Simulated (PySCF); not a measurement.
# `N(CC)CCN`, C₄H₁₂N₂

Geometry:
| atom | x (Å) | y (Å) | z (Å) |
| --- | --- | --- | --- |
| C1 | 2.518 | 0.608 | -0.133 |
| C2 | 1.298 | -0.189 | 0.282 |
| N3 | 0.325 | -0.257 | -0.787 |
| C4 | -0.872 | -1.016 | -0.485 |
| C5 | -1.876 | -0.178 | 0.310 |
| N6 | -2.251 | 1.068 | -0.323 |
| H7 | 3.034 | 0.132 | -0.983 |
| H8 | 2.230 | 1.624 | -0.442 |
| H9 | 3.242 | 0.685 | 0.691 |
| H10 | 0.827 | 0.296 | 1.154 |
| H11 | 1.610 | -1.199 | 0.634 |
| H12 | 0.769 | -0.614 | -1.629 |
| H13 | -1.342 | -1.302 | -1.441 |
| H14 | -0.654 | -1.962 | 0.060 |
| H15 | -1.453 | 0.046 | 1.306 |
| H16 | -2.779 | -0.781 | 0.504 |
| H17 | -2.784 | 0.870 | -1.170 |
| H18 | -1.388 | 1.507 | -0.651 |

The calculation used TDDFT CAM-B3LYP/def2-TZVPD excited states, vertical, gas phase in PySCF 2.14.0. Geometry: PBE0-D3(BJ)/def2-SVP.

Problem. How strongly do the lowest singlets absorb one photon, and two photons of half the energy?

Solution. δ for parallel linear polarisation; σ at the peak of a Lorentzian of half width 0.1 eV, single beam; Ω is circular over linear.
| state | E (eV) | f | photon λ (nm) | δ (au) | σ (GM) | Ω | main |
| --- | --- | --- | --- | --- | --- | --- | --- |
| S1 | 5.83 | 0.001 | 425 | 125 | 1.55 | 0.35 | HOMO→LUMO 0.75 |
| S2 | 6.16 | 0.032 | 402 | 25.7 | 0.36 | 1.11 | HOMO−1→LUMO 0.43, HOMO→LUMO+3 0.17 |
| S3 | 6.55 | 0.032 | 379 | 121 | 1.90 | 0.50 | HOMO→LUMO+2 0.52, HOMO→LUMO+1 0.27 |
| S4 | 6.73 | 0.074 | 369 | 95.4 | 1.58 | 0.29 | HOMO→LUMO+1 0.46, HOMO→LUMO+2 0.26 |
| S5 | 7.00 | 0.037 | 354 | 9.9 | 0.18 | 1.25 | HOMO→LUMO+3 0.36, HOMO−1→LUMO+2 0.30 |
| S6 | 7.05 | 0.023 | 352 | 21.8 | 0.40 | 0.99 | HOMO−1→LUMO+2 0.44, HOMO→LUMO+3 0.20 |

Among these, the strongest one-photon state is S4, the strongest two-photon state S3, with a dipole change of 5.2 D (relaxed, norm of the difference vector).
